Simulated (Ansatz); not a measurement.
**AlC, quartet: how well a Morse curve fills in a stretch**

Starting geometry (PBE0/def2-TZVP stationary point for this spin, which needn't be the lowest; state Σ⁻ or Δ):

```yaml
atoms:
  - { symbol: Al, position_ang: [0.0000, 0.0000, 0.0000] }
  - { symbol: C, position_ang: [0.0000, 0.0000, 1.9668] }
```

Atom C2 moves along the line of the distance Al1-C2, all else staying in place. Energies are in eV from the starting point at each level.

Basis cc-pVDZ; Ansatz 0.2.0. Correlated methods freeze the noble-gas cores.

Full CI is exact within this basis and frozen core; it isn't the basis-set limit.

```csv
distance Al1-C2 (Å),full CI
1.593,1.903
1.807,0.300
1.967,0.000
2.172,0.122
2.392,0.522
2.688,1.163
3.215,?
3.699,2.627
4.309,2.891
5.226,2.991
6.777,3.017
```

A Morse curve E(r) = E0 + De (1 − exp(−a (r − re)))² is laid through the three points about the minimum (1.807, 1.967, 2.172 Å), with E0 + De set to the last point:

| level | re (Å) | a (1/Å) | E0 (eV) | De (eV) | k = 2 De a² (eV/Å²) |
| --- | --- | --- | --- | --- | --- |
| full CI | 2.005 | 1.400 | -0.009 | 3.026 | 11.9 |

Use the full-CI fit to predict the withheld energy at 3.215 Å.

exp(−1.400 × (3.215 − 2.005)) = 0.1838; E = -0.009 + 3.026 × (1 − 0.1838)² = 2.007 eV. Full CI in cc-pVDZ gives 2.119 eV, so the Morse form is 0.112 eV too low there (3.7 % of De).

De here is the depth of the well in this basis, without the zero-point term.
